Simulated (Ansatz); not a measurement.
Basis-set extrapolation for `C=NC` (PBE0-D4/def2-TZVP geometry, frozen core, the Gaussian-basis code of Ansatz). Multiplicity 1, RHF reference.

|  | def2-TZVPP | def2-QZVPP |
| --- | --- | --- |
| HF | -133.115843 | -133.122260 |
| MP2 correlation | -0.542371 | -0.577757 |
| CCSD(T) correlation | -0.593962 | not run |

Energies in hartree. Use E(X) = E(∞) + A·exp(−7.88·√X) for Hartree–Fock and E(X) = E(∞) + B·X^(−2.97) for correlation, with X = 3 and 4, and add CCSD(T) minus MP2 of the smaller set to the MP2 limit.

Problem. What is the CCSD(T) energy at the basis-set limit?

Solution. HF limit: -133.122260 + (-0.006417) × 0.13774 = -133.12314. MP2 limit: -0.577757 + (-0.035386) × 0.74074 = -0.60397. Higher-order term: -0.593962 − (-0.542371) = -0.05159. Total: -133.77870 hartree, 1.87 eV below CCSD(T)/def2-TZVPP.
